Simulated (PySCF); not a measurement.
# Ionisation energy of B by level of theory

B [He] 2s2 2p1 (2P) → B⁺ [He] 2s2 (1S), as a difference of total energies. Computed with PySCF 2.14 in jorge-DZP-DKH, with scalar relativity by spin-free X2C-1e. Correlated levels: valence: 1s2 frozen. The calculations carry no spin-orbit coupling.

```csv
method,ionisation energy (eV)
UHF,8.028
MN15,8.142
r2SCAN,8.754
MP2 (valence),8.136
SCS-MP2 (valence),8.099
CCSD (valence),8.027
CCSD(T) (valence),8.048
```

Errors of the correlated levels include the incompleteness of this basis and the frozen core.

The coupled-cluster amplitudes are large for B⁺ (T1 above 0.03 or a double amplitude above 0.15), so a single reference is strained.

For comparison: 8.297 eV (measured; NIST levels, between the centres of gravity of the two terms).
